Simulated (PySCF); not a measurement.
# CH4NO: the cost of one run

Programs: PySCF 2.14.0. All values are calculated, for the isolated system unless a continuum is named. Atoms count from 0, parts from 1.

## 1. The system as given

7 atoms, charge -1, multiplicity 1; geometry: GFN2-xTB. Parts: 1 = atoms 0–5, `NC=O`, charge 0; 2 = atom 6, `[H-]`, charge -1.

## 2. Geometry optimisation at PBE0-D3(BJ)/def2-SVPD

Job settings and geometry (Å):

```
{"job": {"xc": "PBE0", "basis": "def2-SVPD", "d3": "d3bj", "grid": 2, "kind": "geom", "shake": 0.01}, "charge": -1, "multiplicity": 1, "parts": [{"atoms": "0-5", "charge": 0, "multiplicity": 1}, {"atoms": "6-6", "charge": -1, "multiplicity": 1}]}
N     -0.624748    -0.011953    -0.027146
C      0.665706     0.012943    -0.056305
O      1.397850    -0.955008    -0.133940
H     -1.193742     0.889437     0.316140
H     -1.096393    -0.897901     0.021820
H      1.079490     1.053914    -0.040690
H     -1.935077     1.924557     0.806176
```

Run with:

```bash
$ OMP_NUM_THREADS=1 python cluster_run.py task.json out
```

This one command runs all jobs of the session in turn.

Q: Estimate the wall time and peak memory of this first job on 1 thread of Arm Neoverse N1, shared host.

About 56 s, with a peak of 0.43 GiB.
